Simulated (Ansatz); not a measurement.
# C₂H₅F₂NO: how energies converge with the basis set

An exercise on one series of results from a longer session: the logs are not shown, and one member is left open.

Method: one geometry, several basis sets; program: Ansatz 0.2.0, Gaussian basis.

Levels to be run: PBE0-D4/def2-SVP; ωB97M-V/def2-SVP; PBE0-D4/def2-QZVPP; ωB97M-V/def2-QZVPP; the functionals' def2-TZVPP values are taken from earlier runs.

## The relaxed structure

All runs share one geometry, relaxed beforehand with PBE0-D4 in a triple-zeta def2 set.

SMILES `NCC(O)(F)F`, 11 atoms, charge 0, spin multiplicity 1.

Atoms are counted from 1 here; the program's logs count them from 0.

Bond lengths: N1–C2 1.452 Å, N1–H7 1.012 Å, N1–H8 1.010 Å, C2–C3 1.521 Å, C2–H9 1.091 Å, C2–H10 1.095 Å, C3–O4 1.346 Å, C3–F5 1.373 Å, C3–F6 1.346 Å, O4–H11 0.975 Å. Angles: C2–N1–H7 111.4°, C2–N1–H8 111.9°, H7–N1–H8 108.2°, N1–C2–C3 107.9°, N1–C2–H9 109.1°, N1–C2–H10 115.3°, C3–C2–H9 107.0°, C3–C2–H10 108.7°, H9–C2–H10 108.5°, C2–C3–O4 112.6°, C2–C3–F5 108.7°, C2–C3–F6 110.5°, O4–C3–F5 110.2°, O4–C3–F6 109.2°, F5–C3–F6 105.6°, C3–O4–H11 104.6°.

The first run:

File in.yaml:

```yaml
crystal:
  periodic: [false, false, false]
  atoms:
    - {symbol: N, position_ang: [0.380964, -1.212597, -0.472304]}
    - {symbol: C, position_ang: [0.609021, -0.055787, 0.374940]}
    - {symbol: C, position_ang: [-0.517283, 0.936008, 0.126490]}
    - {symbol: O, position_ang: [-1.725655, 0.345592, 0.081758]}
    - {symbol: F, position_ang: [-0.269193, 1.596057, -1.051332]}
    - {symbol: F, position_ang: [-0.525086, 1.887613, 1.078834]}
    - {symbol: H, position_ang: [0.710636, -1.051294, -1.415184]}
    - {symbol: H, position_ang: [0.840910, -2.037113, -0.114923]}
    - {symbol: H, position_ang: [0.540440, -0.359740, 1.420541]}
    - {symbol: H, position_ang: [1.565875, 0.454323, 0.223763]}
    - {symbol: H, position_ang: [-1.545030, -0.560059, -0.232083]}
basis:
  gaussian: {orbitals: def2-SVP}
hamiltonian: {xc: pbe0, dispersion: d4}
output: {orbitals: {seedname: orbitals}}
```

Command:

```bash
> ansatz run in.yaml --threads 4 --pin off --events-out ev --progress --plain --max-ram 10444MiB
```

Steps of the session up to this table: PBE0-D4 in def2-SVP; ωB97M-V in def2-SVP; PBE0-D4 in def2-QZVPP; ωB97M-V in def2-QZVPP.

One table of the session follows, with a row left open; its other results are not shown here.

It belongs to the step «Density functionals: the series». 

| functional | basis | HOMO (eV) | LUMO (eV) |
| --- | --- | --- | --- |
| PBE0-D4 | def2-SVP | -7.95 | 1.25 |
| PBE0-D4 | def2-TZVPP | -8.15 | 0.54 |
| PBE0-D4 | def2-QZVPP | ? | ? |
| ωB97M-V | def2-SVP | -10.35 | 2.88 |
| ωB97M-V | def2-TZVPP | -10.56 | 1.94 |
| ωB97M-V | def2-QZVPP | -10.60 | 1.35 |

**Question.** Estimate the row for PBE0-D4, def2-QZVPP.

The run gave: HOMO (eV): -8.19; LUMO (eV): 0.18. In the column «HOMO (eV)» it lies between ωB97M-V, def2-SVP (-10.35) and PBE0-D4, def2-TZVPP (-8.15).
